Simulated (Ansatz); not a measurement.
# AlHO (singlet): the correlation ladder at a displaced geometry (v2), cc-pVTZ

One table from this session's results is given with a row withheld; the runs are named, their logs left out.

Computed with Ansatz 0.2.0, Gaussian basis. Level: cc-pVTZ, core rule «outside noble gas», up to 6 orbitals frozen.

The runs, in order: UHF; CCSD(T) on RHF; BCCD(T) on RHF; CCSDT(Q) on RHF.

7 further runs of the same task are left out: 3 for a known fault of the program, 1 that didn't finish, 3 set aside as unsound or not needed.

### What is computed

The geometry is a PBE0/def2-TZVP stationary point (not a proven minimum) with its atoms shifted at random (size 0.100 Å).

3 atoms, charge 0, spin multiplicity 1.

Atoms are counted from 1 here; the program's logs count them from 0.

Bond lengths: Al1–O2 1.671 Å, O2–H3 0.962 Å. Angles: Al1–O2–H3 169.5°.

As a file:

```csv
atom,x (Å),y (Å),z (Å)
Al1,0.08438,0.00522,1.42799
O2,-0.08050,0.01360,-0.23489
H3,-0.00388,-0.01883,-1.19310
```

The first run:

The input, in.yaml:

```yaml
crystal:
  periodic: [false, false, false]
  atoms:
    - {symbol: Al, position_ang: [0.084376, 0.005225, 1.427990]}
    - {symbol: O, position_ang: [-0.080498, 0.013599, -0.234887]}
    - {symbol: H, position_ang: [-0.003878, -0.018825, -1.193103]}
basis:
  gaussian: {orbitals: cc-pVTZ}
magnetization: {spin_polarized: true, initial_magnetization: 0}
hamiltonian: {xc: hf}
output: {orbitals: {seedname: orbitals}}
```

On the command line:

```
ansatz run in.yaml --threads 1 --pin off --events-out ev --progress --plain --max-ram 2393MiB
```

Among the steps run: UHF; CCSD(T) on RHF; BCCD(T) on RHF; CCSDT(Q) on RHF.

One table of the session follows, with a row left open; its other results are not shown here.

| method | from RCCSDT(Q) (kcal/mol) |
| --- | --- |
| RHF | +204.70 |
| RMP2 | ? |
| RCCSD | +7.47 |
| RCCSD(T) | +0.53 |
| BCCD(T) | +0.47 |
| RCCSDT | +0.41 |
| RCCSDT(Q) | 0 |

Estimate the missing values for RMP2.

The run gave: from RCCSDT(Q) (kcal/mol): +14.60. In the column «from RCCSDT(Q) (kcal/mol)» it lies between RCCSD (+7.47) and RHF (+204.70).
